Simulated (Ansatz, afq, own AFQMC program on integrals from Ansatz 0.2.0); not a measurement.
Where AFQMC and coupled cluster stand for CN, quartet

```xyz
2

N     0.0000    0.0000    0.0000
C     0.0000    0.0000    1.3395
```

Basis 6-31G. Noble-gas cores (and the filled d shells of Ga–Kr and In–Xe) are frozen. Integrals, coupled cluster, full CI and functionals: Ansatz 0.2.0; the random walks run on the same integrals in our own AFQMC program. The CISD trial takes its coefficients from CCSD amplitudes. Released means that phaseless walkers are propagated on without the constraint, phases kept. Uncertainties: one standard error, sampling alone.

Determinant: UHF, the one that the program's search chose, which needn't be the lowest solution. The geometry is a point of a scan.

Full CI on the same integrals is exact in this basis and with this determinant's frozen core.

Cautions: lower spins were not checked; strong correlation (T1 0.087, weight of the determinant 0.64, largest double 0.44); (T) is large, 8 % of the CCSD correlation; unrestricted determinant spin contaminated (⟨S²⟩ 4.18 against 3.75); CCSD(T) is in doubt: in a space of 9 electrons in 9 natural orbitals full CI lies 85 meV below it; the CCSDT(Q) amplitudes may be one of several solutions (largest double 1.01); the CCSDTQ amplitudes may be one of several solutions (largest double 1.04); the released energies are still falling, so no released level is given (meV from the phaseless value at times in 1/Eh: -21 ± 7 at 0.24, -25 ± 6 at 0.51, -46 ± 6 at 0.99, -56 ± 6 at 1.62, -52 ± 12 at 2.40); the ph-AFQMC/CISD walk drifts between its halves (2.5 errors); the determinant fills πx and πy unequally, so it mixes two states of the linear molecule, and each level undoes that mixture to a different degree, while full CI gives the lower state.

The T1 diagnostic is 0.0868. The weight of the determinant in the CISD state is 0.645. The ⟨S²⟩ of the determinant is 4.177 and the size of the correlated space is 9 electrons in 16 orbitals.

```
  level  correlation energy (eV)
    MP2                  -2.7717
   CCSD                  -4.2674
CCSD(T)                  -4.6076
```

Question: Estimate where phaseless AFQMC with the Hartree–Fock trial lies against CCSD(T) on the same integrals.

Answer: 199.5 ± 23.7 meV above CCSD(T).

Reference: full CI, correlation energy -4.853 eV. The cautions show a poor starting determinant, so the rows tell how each method copes with it here, and full CI is the sure value.

```json
{"level": "CCSD(T)", "E − E(reference) (meV)": "245.2", "share of correlation (%)": "94.95"}
{"level": "CCSDT", "E − E(reference) (meV)": "28.0", "share of correlation (%)": "99.42"}
{"level": "CCSDT(Q)", "E − E(reference) (meV)": "-44.7", "share of correlation (%)": "100.92"}
{"level": "CCSDTQ", "E − E(reference) (meV)": "2.1", "share of correlation (%)": "99.96"}
{"level": "ph-AFQMC/HF", "E − E(reference) (meV)": "444.7 ± 23.7", "share of correlation (%)": "90.84"}
{"level": "ph-AFQMC/CISD", "E − E(reference) (meV)": "185.5 ± 5.9", "share of correlation (%)": "96.18"}
```

CCSDT and higher add their correlation energy to the determinant of the CCSD(T) run, since their own runs factorise the integrals more tightly (a shift of under 2 meV).
